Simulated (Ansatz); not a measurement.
# N2: the cost of one run

Method: the levels named in each step, in Ansatz 0.2.0.

### Step 1. The system as given

Bond lengths: N1–N2 1.156 Å.

As a file:

```xyz
2

N     0.0000    0.0000    0.0000
N     0.0000    0.0000    1.1555
```

### Step 2. A rough first relaxation, PBE-D4/def2-SVP

input.yaml

```yaml
crystal:
  periodic: [false, false, false]
  atoms:
    - { symbol: "N", position_ang: [0.0, 0.0, 0.0] }
    - { symbol: "N", position_ang: [0.0, 0.0, 1.15553] }
magnetization:
  spin_polarized: true
  initial_magnetization: 2
basis:
  gaussian: { orbitals: def2-SVP }
hamiltonian:
  xc: pbe
  dispersion: d4
relax:
  f_tol: 0.03
  max_steps: 200
```

The run is started by

```
$ ansatz run input.yaml --threads 2 --pin off --max-ram 5120MiB --backend cpu --events-out ev --progress --plain --runs-dir out
```

Q: Estimate wall time and peak memory on 2 threads of Arm Neoverse N1, shared host.

About 4.6 s, with a peak of 0.081 GiB.
